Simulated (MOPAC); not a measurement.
MOPAC input (PM3):

```
PM3 FORCE THERMO(298,298) PRECISE LET CHARGE=-1 GEO-OK AUX(PRECISION=9) THREADS=1
CH3O

C    -0.10771693 1    0.68767936 1    0.00980889 1
O    -0.10216608 1   -0.66240650 1   -0.00911759 1
H     0.80819971 1   -1.00134439 1   -0.01533023 1
H     0.38277284 1    1.10528218 1    0.90065857 1
H     0.37992585 1    1.13010106 1   -0.87056083 1
```

Which zero-point energy does it print?

22.56 kcal/mol, from the harmonic wavenumbers of PM3.
